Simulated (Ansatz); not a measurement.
A made-up structure of AlBH2S, closed shell:

```
5
angstrom
Al 0.8704 -0.6571 0.6103
B -0.5957 0.4481 -0.4182
S 2.4458 -1.8403 1.7174
H -1.4585 -0.1084 -0.9363
H -0.5143 1.5948 -0.4482
```

It is relaxed with PBE-D4/def2-SVP and then PBE0-D4/def2-TZVP (Ansatz 0.2.0). Atoms count as bonded within 1.22 times the sum of their covalent radii (H–H: 0.88 Å). The end point is not checked to be a true minimum.

Q: Does its bonding change? (Judge from chemistry; the calculation decides.)

A: Computed: No: no bond forms or breaks.

Where it ends: The first stage lowers the energy by 0.52 eV in 5 steps. It ends as AlBH₂S ([BH2][Al][S]):
```xyz
5
angstrom
Al 0.9264 -0.6978 0.6503
B -0.5508 0.4149 -0.3867
S 2.3253 -1.7512 1.6324
H -1.4578 -0.1347 -0.9341
H -0.4954 1.6060 -0.4370
```

Labels in which every atom is bracketed show which atoms are joined, not bond orders.

For scale, one of the runs: PBE0-D4/def2-TZVP relaxation, 117 basis functions, launched by `ansatz run in.yaml --threads 2 --pin off --events-out ev --progress --plain --max-ram 4352MiB`. The run took about 8.5 s on 2 CPU threads of an Arm Neoverse V1 (shared host).
